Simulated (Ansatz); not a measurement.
```yaml
crystal:
  periodic: [false, false, false]
  atoms:
    - {symbol: Mo, position_ang: [0.000000, 0.000000, -1.882408]}
    - {symbol: O, position_ang: [0.000000, 0.000000, 0.447485]}
    - {symbol: H, position_ang: [0.000000, 0.000000, 1.434924]}
basis:
  gaussian: {orbitals: def2-TZVP}
total_charge: 1
magnetization: {spin_polarized: true, initial_magnetization: 6}
hamiltonian: {xc: pbe0}
relax: {f_tol: 0.004, max_steps: 80}
```

```sh
$ ansatz run in.yaml --threads 1 --pin off --events-out ev --progress --plain --max-ram 2176MiB
```

Steps of the relaxation (energy above the last step; positions in Å, forces in eV/Å):

```
3
step 1, 2.9 meV
Mo    0.000    0.000   -1.882    0.000    0.000    0.006
O     0.000    0.000    0.447    0.000    0.000    0.510
H     0.000    0.000    1.435    0.000    0.000   -0.517
```

```
3
step 2, 0.2 meV
Mo    0.000    0.000   -1.879    0.000    0.000    0.001
O     0.000    0.000    0.450    0.000    0.000    0.141
H     0.000    0.000    1.429    0.000    0.000   -0.142
```

```
3
step 3, 0.0 meV
Mo    0.000    0.000   -1.878    0.000    0.000    0.000
O     0.000    0.000    0.451    0.000    0.000   -0.003
H     0.000    0.000    1.427    0.000    0.000    0.004
```

Close pairs at the end: O2–H3 0.976 Å, Mo1–O2 2.328 Å.

A stationary point of unrestricted PBE0 after 3 steps, with ⟨S²⟩ = 12.004 against 12.00 for a pure state; no frequencies were run, so it isn't proven a minimum. 21 s on 1 thread of Arm Neoverse N1, shared host.
